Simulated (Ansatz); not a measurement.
# Si2H4O: small, medium and large basis sets

How large a basis does Si2H4O need? Two functionals are run in growing sets.

The runs use Ansatz 0.2.0, Gaussian basis; one geometry, several basis sets.

Levels to be run: PBE0-D4/def2-SVP; ωB97M-V/def2-SVP; PBE0-D4/def2-QZVPP; ωB97M-V/def2-QZVPP; the functionals' def2-TZVPP values are taken from earlier runs.

### Step 1. The relaxed structure

An earlier PBE0-D4 in a triple-zeta def2 set relaxation fixed the geometry.

7 atoms, charge 0, spin multiplicity 1.

Atoms are counted from 1 here; the program's logs count them from 0.

Bond lengths: O1–Si2 1.645 Å, O1–Si3 1.652 Å, Si2–H5 1.549 Å, Si3–H4 1.486 Å, Si3–H6 1.483 Å, Si3–H7 1.483 Å. Angles: Si2–O1–Si3 142.2°, O1–Si2–H5 97.6°, O1–Si3–H4 109.8°, O1–Si3–H6 108.5°, O1–Si3–H7 108.5°, H4–Si3–H6 110.1°, H4–Si3–H7 110.1°, H6–Si3–H7 109.7°.

### Step 2. PBE0-D4 in def2-SVP

Input file in.yaml:

```yaml
crystal:
  periodic: [false, false, false]
  atoms:
    - {symbol: O, position_ang: [-0.878991, -0.031078, 0.472831]}
    - {symbol: Si, position_ang: [-2.183016, 0.102050, -0.521867]}
    - {symbol: Si, position_ang: [0.772163, -0.075863, 0.462228]}
    - {symbol: H, position_ang: [1.269954, 0.036045, -0.933225]}
    - {symbol: H, position_ang: [-1.410879, 0.206120, -1.861207]}
    - {symbol: H, position_ang: [1.279510, 1.054919, 1.276713]}
    - {symbol: H, position_ang: [1.212460, -1.360194, 1.058927]}
basis:
  gaussian: {orbitals: def2-SVP}
hamiltonian: {xc: pbe0, dispersion: d4}
output: {orbitals: {seedname: orbitals}}
```

On the command line:

```console
ansatz run in.yaml --threads 2 --pin off --events-out ev --progress --plain --max-ram 4352MiB
```

The program printed:

```text
Functional definition: PBE0
  name "PBE0"
  cite "Adamo & Barone, J. Chem. Phys. 110, 6158 (1999) doi:10.1063/1.478522"
  cite "Perdew, Burke & Ernzerhof, Phys. Rev. Lett. 77, 3865 (1996) doi:10.1103/PhysRevLett.77.3865"
  parent pbe
  parameter a = 0.25
  parameter kappa = 0.804
  parameter beta = 0.06672455060314922
  exchange = (1 - a)*pbe_x(kappa = kappa, mu = beta*pi^2/3) + a*exact_x
  correlation = pbe_c(beta = beta)
665 factors; integrals over basis functions are off by at most 1.1e-3 eV
mean field evaluation 1: about -17848.2506 eV, gradient 4.5e1 eV
mean field evaluation 2: about -17835.0475 eV, gradient 9.2e1 eV
mean field evaluation 4: about -17851.9284 eV, gradient 1.3e0 eV
mean field evaluation 8: about -17851.9546 eV, gradient 2.8e-2 eV
mean field -17851.95464721 eV, -656.0472327954 hartree, gradient 3.0e-5 eV, S^2 0.000000; 0 other end points of the search recorded, 0 dependent functions left out
reference -17851.95467402 eV, -656.0472337807 hartree; 20, 20 occupied and 50, 50 virtual orbitals, 665 factors
Total energy: -17852.07494931 eV, -656.0516538160 hartree
```

Wall time 1 s (2 threads of Arm Neoverse V1, shared host).

### Step 3. ωB97M-V in def2-SVP

in.yaml, as its differences from that of step 2:

```diff
@@ -12,3 +12,3 @@
   gaussian: {orbitals: def2-SVP}
-hamiltonian: {xc: pbe0, dispersion: d4}
+hamiltonian: {xc: {name: wB97M-V}}
 output: {orbitals: {seedname: orbitals}}
```

Launched as before.

The program printed, shortened:

```text
Functional definition: wB97M-V
  name "wB97M-V"
  cite "Mardirossian & Head-Gordon, J. Chem. Phys. 144, 214110 (2016) doi:10.1063/1.4952647"
  cite "Becke, J. Chem. Phys. 107, 8554 (1997) doi:10.1063/1.475007"
  cite "Vydrov & Van Voorhis, J. Chem. Phys. 133, 244103 (2010) doi:10.1063/1.3521275"
  # Of w^i u^j: cxij and so on, Table III.
[...]
  gx(w, u) = 1 - cx + cx01*u + cx10*w
  gss(w, u) = css00 + css04*u^4 + css10*w + css20*w^2 + css43*w^4*u^3
  gos(w, u) = cos00 + cos10*w + (cos20 + cos21*u)*w^2 + (cos60 + cos61*u)*w^6
[...]
      + integral(e_c_pw_mod_opposite_spin*gos(b97_w_opposite, b97_u_opposite)) + vv10(b, c)
665 factors; integrals over basis functions are off by at most 1.1e-3 eV
245 factors; integrals over basis functions are off by at most 7.3e-6 eV
[...]
mean field -17859.12029489 eV, -656.3105654908 hartree, gradient 8.5e-5 eV, S^2 0.000000; 0 other end points of the search recorded, 0 dependent functions left out
reference -17859.12033541 eV, -656.3105669797 hartree; 20, 20 occupied and 50, 50 virtual orbitals, 665 factors
Total energy: -17859.12033541 eV, -656.3105669797 hartree
```

Wall time 4.4 s (2 threads of Arm Neoverse V1, shared host).

### Step 4. PBE0-D4 in def2-QZVPP

in.yaml, as its differences from that of step 3:

```diff
@@ -11,4 +11,4 @@
 basis:
-  gaussian: {orbitals: def2-SVP}
-hamiltonian: {xc: {name: wB97M-V}}
+  gaussian: {orbitals: "def2-QZVPP.json"}
+hamiltonian: {xc: pbe0, dispersion: d4}
 output: {orbitals: {seedname: orbitals}}
```

Launched as before.

The program printed:

```text
Functional definition: PBE0
  name "PBE0"
  cite "Adamo & Barone, J. Chem. Phys. 110, 6158 (1999) doi:10.1063/1.478522"
  cite "Perdew, Burke & Ernzerhof, Phys. Rev. Lett. 77, 3865 (1996) doi:10.1103/PhysRevLett.77.3865"
  parent pbe
  parameter a = 0.25
  parameter kappa = 0.804
  parameter beta = 0.06672455060314922
  exchange = (1 - a)*pbe_x(kappa = kappa, mu = beta*pi^2/3) + a*exact_x
  correlation = pbe_c(beta = beta)
1188 factors; their error is unknown
mean field evaluation 1: about -17855.9248 eV, gradient 5.5e1 eV
mean field evaluation 2: about -17835.3815 eV, gradient 1.1e2 eV
mean field evaluation 4: about -17860.9174 eV, gradient 2.2e0 eV
mean field evaluation 8: about -17860.9356 eV, gradient 1.8e-2 eV
mean field -17860.93555545 eV, -656.3772750857 hartree, gradient 4.7e-5 eV, S^2 0.000000; 0 other end points of the search recorded, 0 dependent functions left out
reference -17860.93559297 eV, -656.3772764648 hartree; 20, 20 occupied and 297, 297 virtual orbitals, 1188 factors
Total energy: -17861.05586826 eV, -656.3816965001 hartree
```

Run time: 6 s. Hardware: 2 threads of Arm Neoverse V1, shared host; peak memory 0.75 GiB.

### Step 5. ωB97M-V in def2-QZVPP

in.yaml, as its differences from that of step 4:

```diff
@@ -12,3 +12,3 @@
   gaussian: {orbitals: "def2-QZVPP.json"}
-hamiltonian: {xc: pbe0, dispersion: d4}
+hamiltonian: {xc: {name: wB97M-V}}
 output: {orbitals: {seedname: orbitals}}
```

Same command.

The program printed, shortened:

```text
Functional definition: wB97M-V
  name "wB97M-V"
  cite "Mardirossian & Head-Gordon, J. Chem. Phys. 144, 214110 (2016) doi:10.1063/1.4952647"
  cite "Becke, J. Chem. Phys. 107, 8554 (1997) doi:10.1063/1.475007"
  cite "Vydrov & Van Voorhis, J. Chem. Phys. 133, 244103 (2010) doi:10.1063/1.3521275"
  # Of w^i u^j: cxij and so on, Table III.
[...]
  gx(w, u) = 1 - cx + cx01*u + cx10*w
  gss(w, u) = css00 + css04*u^4 + css10*w + css20*w^2 + css43*w^4*u^3
  gos(w, u) = cos00 + cos10*w + (cos20 + cos21*u)*w^2 + (cos60 + cos61*u)*w^6
[...]
      + integral(e_c_pw_mod_opposite_spin*gos(b97_w_opposite, b97_u_opposite)) + vv10(b, c)
1148 factors; their error is unknown
275 factors; integrals over basis functions are off by at most 1.8e-5 eV
[...]
mean field -17868.14471477 eV, -656.6422068042 hartree, gradient 2.6e-5 eV, S^2 0.000000; 0 other end points of the search recorded, 0 dependent functions left out
reference -17868.14477501 eV, -656.6422090182 hartree; 20, 20 occupied and 297, 297 virtual orbitals, 1148 factors
Total energy: -17868.14477501 eV, -656.6422090182 hartree
```

It took 17 s on 2 threads of Arm Neoverse V1, shared host; peak memory 0.91 GiB.

### Step 6. Density functionals: the series

The def2-TZVPP values come from earlier runs at the same geometry.

| functional | basis | functions | energy (eV) | from the largest (eV) | HOMO (eV) | LUMO (eV) |
| --- | --- | --- | --- | --- | --- | --- |
| PBE0-D4 | def2-SVP | 70 | -17852.0749 | 8.981 | -6.48 | -2.12 |
| PBE0-D4 | def2-TZVPP | 171 | -17860.3818 | 0.674 | -6.56 | -2.23 |
| PBE0-D4 | def2-QZVPP | 317 | -17861.0559 | 0.000 | -6.58 | -2.27 |
| ωB97M-V | def2-SVP | 70 | -17859.1203 | 9.024 | -8.55 | 0.00 |
| ωB97M-V | def2-TZVPP | 171 | -17867.5189 | 0.626 | -8.67 | -0.23 |
| ωB97M-V | def2-QZVPP | 317 | -17868.1448 | 0.000 | -8.70 | -0.34 |

### Step 7. Summary of results

| quantity | value |
| --- | --- |
| PBE0-D4: double and triple zeta above quadruple | 8.98, 0.67 eV |
| ωB97M-V: double and triple zeta above quadruple | 9.02, 0.63 eV |

**Reading.** PBE0-D4 gains 8.31 eV from double to triple zeta, then 0.67 eV more. Total energies overstate the basis error of differences, where much of it tends to cancel.

For PBE0-D4 the largest set took about 6 times as long as the smallest (6 s against 1 s).
